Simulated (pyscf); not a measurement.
Structures and frequencies: ωB97X-D3(BJ)/def2-SVP in PySCF.

Q: For F–SiH₂–SeH (SMILES F[SiH2][SeH]) + H₂ (SMILES [H][H]) → H₃Si–SeH (SMILES [SiH3][SeH]) + HF (SMILES F), a four-centre exchange (singlet surface; F–Si, H–H broken, H–Si, F–H formed), PBE/def2-TZVP gives ΔE‡ = 208.7 kJ/mol and ΔE = +115.4 kJ/mol (zero: the separated reactants). In which direction and how far do PBE0-D3(BJ)/def2-TZVP, M06-2X/def2-TZVP, ωB97M-D3(BJ)/def2-TZVP move these?

A: PBE0-D3(BJ): ΔE‡ = 221.7 kJ/mol, ΔE = +110.8 kJ/mol; M06-2X: ΔE‡ = 252.5 kJ/mol, ΔE = +126.5 kJ/mol; ωB97M-D3(BJ): ΔE‡ = 237.0 kJ/mol, ΔE = +118.8 kJ/mol. PBE's barrier lies under all of them, by 13.0 to 43.8 kJ/mol. Its reaction energy lies among theirs. Low barriers are usual for a GGA, whose delocalisation error favours stretched bonds. On the product side the descent ends in a complex, 23.8 kJ/mol under the separated species and 143.5 kJ/mol under the saddle at ωB97X-D3(BJ)/def2-TZVP. This is the saddle that the search found; another between the same sides may lie lower. Elements up to Kr have no core potential and no relativistic terms here.
